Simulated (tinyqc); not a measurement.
Worked calculation: RKS/B3LYP (VWN-RPA form) in the sto-6g basis, for LiH, spin multiplicity 1. One step of it, computed by the program tinyqc.

Problem. Orthogonalisation. S = U s U^T; symmetric (Loewdin) form X = U s^(-1/2) U^T, so that X^T S X = 1.

overlap S, order 1Li 1s, 1Li 2s, 1Li 2px, 1Li 2py, 1Li 2pz, 2H 1s:
```
[[1.000000, 0.235742, 0.000000, 0.000000, 0.000000, 0.109720],
 [0.235742, 1.000000, 0.000000, 0.000000, 0.000000, 0.452771],
 [0.000000, 0.000000, 1.000000, 0.000000, 0.000000, 0.000000],
 [0.000000, 0.000000, 0.000000, 1.000000, 0.000000, 0.000000],
 [0.000000, 0.000000, 0.000000, 0.000000, 1.000000, 0.545547],
 [0.109720, 0.452771, 0.000000, 0.000000, 0.545547, 1.000000]]
```

Give: eigenvalues of S; X.

Solution.

eigenvalues of S: [0.290, 0.800, 1.000, 1.000, 1.154, 1.757]

X, order 1Li 1s, 1Li 2s, 1Li 2px, 1Li 2py, 1Li 2pz, 2H 1s:
```
[[1.022, -0.117, 0.000, 0.000, 0.006, -0.019],
 [-0.117, 1.146, 0.000, 0.000, 0.151, -0.345],
 [0.000, 0.000, 1.000, 0.000, 0.000, 0.000],
 [0.000, 0.000, 0.000, 1.000, 0.000, 0.000],
 [0.006, 0.151, 0.000, 0.000, 1.183, -0.419],
 [-0.019, -0.345, 0.000, 0.000, -0.419, 1.310]]
```
